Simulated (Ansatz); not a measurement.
# Si₂H₄ (built from SMILES [SiH][SiH3]): a reaction path by the nudged elastic band

Aim: the minimum-energy path between two given structures and its highest point. Both ends were relaxed at PBE0-D4 in triple zeta.

Program: Ansatz 0.2.0, Gaussian basis. Level of theory: PBE0-D4/def2-SVP. These are calculated values, not measurements.

10 further runs of the same task are left out: 10 set aside as unsound or not needed.

### Step 1. Starting geometry

The first end: 6 atoms, charge 0, spin multiplicity 1.

Atoms are counted from 1 here; the program's logs count them from 0.

Bond lengths: H1–Si2 1.635 Å, Si2–H3 1.490 Å, Si2–Si4 2.239 Å, Si2–H6 1.490 Å, Si4–H5 1.525 Å. Angles: H1–Si2–H3 102.2°, H1–Si2–Si4 52.5°, H1–Si2–H6 107.1°, H3–Si2–Si4 122.4°, H3–Si2–H6 107.8°, Si4–Si2–H6 128.0°, Si2–Si4–H5 83.5°.

Geometry (Å):

```xyz
6

H    -1.0899    0.2135   -0.0365
Si    0.3252   -0.5820   -0.2296
H    -0.0167   -1.5837   -1.2778
Si   -0.0531    1.6085   -0.4939
H     0.2455    1.6650    1.0009
H     0.5891   -1.3214    1.0368
```

The second end:

```tsv
atom	x (Å)	y (Å)	z (Å)
H1	-1.45375	1.47116	-0.82002
Si2	0.28273	-1.03307	0.02688
H3	-0.05484	-1.93389	-1.09888
Si4	-0.28255	1.03303	-0.02688
H5	0.05520	1.93451	1.09824
H6	1.45331	-1.47184	0.82056
```

### Step 2. The band at PBE0-D4/def2-SVP

Input file neb/in.yaml:

```yaml
crystal:
  periodic: [false, false, false]
  atoms:
    - {symbol: H, position_ang: [-1.089895, 0.213536, -0.036495]}
    - {symbol: Si, position_ang: [0.325200, -0.582022, -0.229618]}
    - {symbol: H, position_ang: [-0.016650, -1.583719, -1.277776]}
    - {symbol: Si, position_ang: [-0.053128, 1.608539, -0.493918]}
    - {symbol: H, position_ang: [0.245473, 1.664966, 1.000908]}
    - {symbol: H, position_ang: [0.589099, -1.321401, 1.036799]}
basis:
  gaussian: {orbitals: def2-SVP}
hamiltonian: {xc: pbe0, dispersion: d4}
neb:
  images: 5
  climbing: true
  max_iterations: 40
  initial_path: idpp
  final_atoms:
    - {symbol: H, position_ang: [-1.453747, 1.471159, -0.820018]}
    - {symbol: Si, position_ang: [0.282726, -1.033070, 0.026882]}
    - {symbol: H, position_ang: [-0.054836, -1.933892, -1.098880]}
    - {symbol: Si, position_ang: [-0.282554, 1.033028, -0.026881]}
    - {symbol: H, position_ang: [0.055202, 1.934515, 1.098237]}
    - {symbol: H, position_ang: [1.453309, -1.471840, 0.820561]}
```

Command:

```sh
$ ansatz run in.yaml --threads 2 --pin off --events-out ev --progress --plain --max-ram 4352MiB
```

Standard output, shortened:

```text
Functional definition: PBE0
  name "PBE0"
  cite "Adamo & Barone, J. Chem. Phys. 110, 6158 (1999) doi:10.1063/1.478522"
  cite "Perdew, Burke & Ernzerhof, Phys. Rev. Lett. 77, 3865 (1996) doi:10.1103/PhysRevLett.77.3865"
  parent pbe
[...]
566 factors; integrals over basis functions are off by at most 3.2e-4 eV
[...]
mean field -15806.34001879 eV, -580.8722817684 hartree, gradient 5.0e-5 eV, S^2 0.000000; 0 other end points of the search recorded, 0 dependent functions left out
[...]
reference -15806.34004222 eV, -580.8722826295 hartree; 16, 16 occupied and 40, 40 virtual orbitals, 566 factors
[... from here to the last solve, the lines of the solves are left out (53 solves) ...]
WARN: NEB end point (image 0): max|allowed force component| = 1.504e-1 eV/Å (the criterion of neb.relax_end_points is 1.000e-2). That is over neb.f_tol: it is no minimum, so the barrier can be far off. Relax it first
WARN: NEB end point (image 6): max|allowed force component| = 1.144e-1 eV/Å (the criterion of neb.relax_end_points is 1.000e-2). That is over neb.f_tol: it is no minimum, so the barrier can be far off. Relax it first
NEB iter   1: max|band force component| = 1.502e0 eV/Å  barrier→ = 0.4208 eV  barrier← = 0.7017 eV  Δτ_max = 0.1595 Å  (152 SCF iters)
[...]
NEB iter   4: max|band force component| = 1.241e-1 eV/Å  barrier→ = 0.3155 eV  barrier← = 0.5963 eV  CI = image 2  Δτ_max = 0.0091 Å  (114 SCF iters)
[...]
NEB iter   5: max|band force component| = 4.395e-2 eV/Å  barrier→ = 0.3153 eV  barrier← = 0.5961 eV  CI = image 2  Δτ_max = 0.0000 Å  (611 SCF iters)
Total energy: -15806.11681332 eV, -580.8640791189 hartree
Atom 0 at    -1.390384     0.584809    -0.367302 Å, force     0.008090     0.007313    -0.004257 eV/Å
Atom 1 at     0.397698    -0.650513    -0.138232 Å, force    -0.004104    -0.011598    -0.001553 eV/Å
Atom 2 at    -0.068996    -1.647966    -1.155426 Å, force     0.000524    -0.005266     0.004426 eV/Å
Atom 3 at    -0.117322     1.497927    -0.368672 Å, force    -0.009808     0.014329    -0.002584 eV/Å
Atom 4 at     0.029315     1.665655     1.137249 Å, force     0.001154    -0.008347     0.003791 eV/Å
Atom 5 at     1.149788    -1.450013     0.892283 Å, force     0.004144     0.003568     0.000177 eV/Å
Dipole moment:     0.116712    -0.353946     0.079698 e Å
```

Wall time 27 s (2 threads of Arm Neoverse V2, shared host).

The last band:

```tsv
image	path (Å)	energy (eV)	H1–Si4 (Å)	H1–Si2 (Å)
0	0.00	0.000	1.80	1.63
1	0.45	0.157	1.67	1.83
2	0.90	0.315	1.57	2.19
3	1.24	0.220	1.52	2.46
4	1.59	0.010	1.50	2.72
5	1.94	-0.198	1.49	2.96
6	2.29	-0.281	1.48	3.16
```

The highest image, 2:

```
H    -1.3904    0.5848   -0.3673
Si    0.3977   -0.6505   -0.1382
H    -0.0690   -1.6480   -1.1554
Si   -0.1173    1.4979   -0.3687
H     0.0293    1.6657    1.1372
H     1.1498   -1.4500    0.8923
```

### Step 3. Summary of results

| quantity | value |
| --- | --- |
| PBE0-D4/def2-SVP, 5 iterations | highest 0.315 eV (image 2), last end -0.281 eV |
| from earlier runs: barrier over the separately found saddle, CCSD(T)/def2-TZVPP | 0.369 eV |

The highest image lies 0.315 eV above the first end, and it climbed, so it estimates the saddle. The ends are not quite minima at this level (largest force component 0.15 eV/Å), which shifts the heights a little. The highest image is 0.054 eV below the CCSD(T) barrier in triple zeta, which comes from separate runs on the saddle.
